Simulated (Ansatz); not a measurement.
Geometry optimisation, RKS B3LYP/def2-SVP in Ansatz.

Input:

```yaml
crystal:
  periodic: [false, false, false]
  atoms:
    - { symbol: O, position_ang: [1.00644, -1.87197, 0.97947] }
    - { symbol: C, position_ang: [0.52654, -0.99021, 0.51333] }
    - { symbol: Si, position_ang: [-0.32064, 0.59701, -0.31209] }
    - { symbol: H, position_ang: [-1.44413, -0.0812, -0.94976] }
    - { symbol: H, position_ang: [0.80393, 1.0041, -1.14797] }
    - { symbol: H, position_ang: [-0.4479, -1.16215, 0.05616] }
total_charge: 1
basis:
  gaussian: { orbitals: def2-SVP }
hamiltonian:
  xc: b3lyp
relax:
  f_tol: 0.02
  max_steps: 50
```

Command:

```bash
$ ansatz run input.yaml --threads 1 --pin off --max-ram 2048MiB --backend cpu --events-out ev --progress --plain --runs-dir out
```

Where does it end, and by what steps?

The forces met the threshold. Limits of this set-up: the dipole of an ion depends on the origin. After 17 steps the energy has fallen by 4.144 eV; H6 moved furthest, 1.74 Å. Parted: C2–H6. Joined: Si3–H6.

| step | energy less start (eV) | largest force component (eV/Å) | accepted |
| --- | --- | --- | --- |
| 0 | 0.0000 | 5.452 | yes |
| 1 | -1.0733 | 1.515 | yes |
| 2 | -1.5545 | 1.496 | yes |
| 3 | -1.8718 | 1.273 | yes |
| 4 | -2.0693 | 0.590 | yes |
| 5 | -2.1417 | 0.464 | yes |
| 6 | -2.1452 | 0.313 | yes |
| 7 | -2.1557 | 0.205 | yes |
| 8 | -2.1581 | 0.157 | yes |
| 9 | -2.1732 | 0.367 | yes |
| 10 | -2.2048 | 1.301 | yes |
| 11 | -2.3475 | 3.942 | yes |
| 12 | -2.6094 | 5.882 | yes |
| 13 | -3.1452 | 5.746 | yes |
| 14 | -3.7963 | 2.551 | yes |
| 15 | -4.0498 | 1.304 | yes |
| 16 | -4.1400 | 0.176 | yes |
| 17 | -4.1440 | 0.015 | yes |

```xyz
6
Properties=species:S:1:pos:R:3
O 0.869 -1.469 1.827
C 0.473 -0.975 0.907
Si -0.244 -0.090 -0.757
H -1.563 0.332 -0.242
H 0.792 0.950 -0.929
H -0.202 -1.254 -1.666
```

The run took 17 s on 1 thread of Intel(R) Xeon(R) 6975P-C (Granite Rapids), with other jobs on the host, peak memory 0.14 GiB.
